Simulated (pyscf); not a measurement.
Structures and frequencies: ωB97X-D3(BJ)/def2-SVP in PySCF.

Q: What is the homolytic dissociation enthalpy (298 K, ωB97M-D3(BJ)/def2-TZVP) of the O–W bond of O=W(OH)(OH)(OH)–OH (SMILES [O]=[W]([OH])([OH])([OH])[OH]), to [O=W(OH)(OH)–OH]• + OH•?

A: O–W to [O=W(OH)(OH)–OH]• + OH•: 90.9 kcal/mol. The 7 functionals that were run give +90.5 (M06-2X) to +98.1 kcal/mol (PBE). The radicals are drawn with the spin at the cut bond; how far it spreads was not checked. Other isomers of [O=W(OH)(OH)–OH]• were not searched in full and may lie lower. Left out: the spin-orbit lowering of OH. Open-shell species with a d-block atom are single-reference here; other states, and whether the spin sits on metal or ligand, were not checked. Elements past Kr carry the def2 core potentials, without spin-orbit coupling.
